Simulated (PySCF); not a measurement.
This PySCF input asks for the NMR shieldings of `InChI=1S/BF/c1-2`; the geometry comes from GFN2-xTB.

```python
import basis_set_exchange as bse
import numpy as np
from pyscf import gto, dft
from pyscf.prop import nmr

atoms = """
B     0.623473   -0.002540   -0.003264
F    -0.620716    0.003808   -0.010884
"""
names = dict.fromkeys(["B", "F"], "pcSseg-1")
basis = {el: gto.basis.parse(bse.get_basis(n, elements=[el], fmt="nwchem")) for el, n in names.items()}
mol = gto.M(atom=atoms, basis=basis, charge=0, verbose=0)
mf = dft.RKS(mol, xc="PBE0")
mf.grids.level = 2
mf.grids.alignment = dft.numint.BLKSIZE   # the property module wants whole blocks of grid points
mf.conv_tol = 1e-9
mf.kernel()

calc = nmr.RKS(mf)   # GIAO
C = mf.mo_coeff
Co = C[:, mf.mo_occ > 0]
resp = mf.gen_response(singlet=True, hermi=2)
def vind(x):   # induced exchange potential for any number of trial vectors
    d = np.einsum("pi,xij,qj->xpq", C, 2 * x.reshape(-1, C.shape[1], Co.shape[1]), Co, optimize=True)
    return np.einsum("xpq,pi,qj->xij", resp(d - d.transpose(0, 2, 1)), C, Co, optimize=True).ravel()
mo1, _ = nmr.rhf.solve_mo1(calc, with_cphf=vind)
sigma = calc.kernel(mo1)
for i, s in enumerate(sigma):   # ppm
    w = np.linalg.eigvalsh((s + s.T) / 2)
    print("%2d %-2s iso %8.1f  s11 %8.1f  s22 %8.1f  s33 %8.1f" % (i, mol.atom_pure_symbol(i), w.mean(), *w))
```

Problem. What does it print?

Solution. 
```
 0 B  iso     72.1  s11      2.5  s22      2.5  s33    211.2
 1 F  iso     84.5  s11   -115.1  s22   -115.1  s33    483.6
```

These numbers come from an equivalent density-fitted implementation of the same equations, which agrees with the script to about 0.01 ppm for H and up to a few tenths of a ppm for heavy atoms, so last digits may differ.

Size and cost of the density-fitted run: 34 basis functions, 0.9 s wall time on 1 thread of an Arm Neoverse V2, shared host.
